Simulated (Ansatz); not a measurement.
CH7Si2 can be A, `C[SiH][SiH3]`•, or B, `C[SiH2][SiH2]`•.

Program: Ansatz. Geometries: PBE0-D4/def2-TZVP. ΔE: electronic, gas phase. CBS: MP2 limit from def2 TZ/QZ plus the TZ coupled-cluster correction, frozen cores. Functionals use def2-TZVPP. B3LYP here is the variant with VWN-RPA as its local correlation; programs differ in this. Open shells (•) are unrestricted, without spin–orbit coupling.

A:

```xyz
10

C     1.1165   -0.6585   -1.2125
Si   -0.2680    0.5327   -0.7661
Si   -0.8103    0.6090    1.4952
H     0.8068   -1.6929   -1.0365
H     2.0063   -0.4618   -0.6115
H     1.3853   -0.5600   -2.2662
H    -1.4652    0.3027   -1.6273
H     0.3960    0.9986    2.2758
H    -1.2955   -0.6966    2.0310
H    -1.8718    1.6268    1.7181
```

B:

```xyz
10

C    -0.345    1.486    0.416
Si   -0.538   -0.378    0.352
Si    1.311   -1.356   -0.672
H    -1.212    1.943    0.898
H    -0.257    1.900   -0.591
H     0.548    1.765    0.978
H    -1.793   -0.733   -0.374
H    -0.644   -0.944    1.725
H     1.314   -2.845   -0.696
H     1.614   -0.837   -2.036
```

Q: Which is lower in electronic energy at CCSD(T)/CBS, and by how much? (Estimate.)

A: The calculation gave: B, by 4.6 kJ/mol.

Q: Give E(B) − E(A) in kJ/mol with r2SCAN-D4, B3LYP-D4, B2PLYP, HF/def2-TZVPP, CCSD(T)/def2-SVP, BLYP-D4, ωB97M-V. (Estimate.)

A: Computed: r2SCAN-D4 -3.6, B3LYP-D4 -3.0, B2PLYP -3.5, HF/def2-TZVPP -4.7, CCSD(T)/def2-SVP -4.6, BLYP-D4 -2.1, ωB97M-V -4.4. None reverses the order clearly.

Q: Does the order hold for the free energy at 298.15 K (harmonic terms from PBE0-D4)? (Best estimate.)

A: Ansatz gave: Yes: G(B) − G(A) = -4.5 kJ/mol.

Largest T1 diagnostic: 0.014.

Leaving LDA and LC-ωPBE aside and taking each functional with its dispersion term where it has one, the values, not all of them listed here, spread over 2.5 kJ/mol, from B97M-V to revPBE-D4.
